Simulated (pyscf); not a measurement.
Single points on ωB97X-D3(BJ)/def2-SVP structures (PySCF, gas phase). MP2 and CC: frozen core, UHF for open shells. ΔMP2 is the change of the MP2 total energy from the triple- to the quadruple-zeta basis.

SMILES: [SiH3]B[AsH2]
```xyz
9

Si     0.9844    -0.6503     0.4086
B     -0.5471     0.6469     0.2577
As    -0.1996     2.5759    -0.0080
H      0.9725    -1.5066    -0.8199
H      0.8654    -1.5485     1.5974
H      2.3068     0.0444     0.4714
H     -1.6900     0.3022     0.4399
H     -1.2991     2.9510    -0.9737
H      0.9435     2.5210    -0.9945
```
Charge 0, spin multiplicity 1.

Task: How much does it cost (ΔH, 298 K, CCSD(T)/def2-TZVPP + ΔMP2(QZVPP)) to split H₃Si–BH–AsH₂ at its B–Si bond into SiH₃• + [HB–AsH₂]•?

Result: B–Si to SiH₃• + [HB–AsH₂]•: 85.4 kcal/mol. The radicals are drawn with the spin at the cut bond; how far it spreads was not checked. H₃Si–BH–AsH₂ lies 11.7 kcal/mol over its isomer H₂B–AsH–SiH₃, and others may lie lower still (electronic energy, ωB97M-D3(BJ)). [HB–AsH₂]• lies 30.7 kcal/mol over its isomer H₂B–AsH•, and others may lie lower still (electronic energy, ωB97M-D3(BJ)). The CCSD(T) − MP2 part came from Ansatz, without density fitting, on the same reference. The frozen core leaves the outer d or s,p core shells of the metals and heavy elements correlated in the MP2 and CC values, and def2-TZVPP describes them poorly, which can shift differences by a few kcal/mol. Elements up to Kr have no core potential and no relativistic terms here.
